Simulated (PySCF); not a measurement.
Species: CH₃NO.
Bonds: N1–C2, C2–O3 (double). Hydrogens: H4, H5 on N1; H6 on C2.

Level of theory: PBE0-D3(BJ)/def2-SVP geometry optimisation, gas phase (PySCF 2.14.0).

(1) Give the optimised bond lengths and angles.

Results:

(1) 
```csv
bond,length (Å),order
N1–C2,1.354,single
C2=O3,1.206,double
"N1–H4, N1–H5",1.011,single
C2–H6,1.119,single
```

Bonds in one row agree within 0.01 Å and their mean is given. Orders are formal, as drawn. A selection of angles:
```csv
angle,degrees
C2–N1–H4,119.0
C2–N1–H5,121.6
H4–N1–H5,119.3
N1–C2–O3,125.3
N1–C2–H6,111.9
O3–C2–H6,122.8
```

N1 (amide nitrogen) is planar (angles 121.6°, 119.3° and 119.0°, sum 360.0°, 0.01 Å off the plane of its three neighbours).

Point group: Cs (tolerance 0.08 Å). Not checked by PBE0-D3(BJ)/def2-SVP frequencies.

The values belong to the conformer `[NH2:1][CH:2]=[O:3]`: H–N1–C2–O3 1°, H–N1–C2–O3 179°.
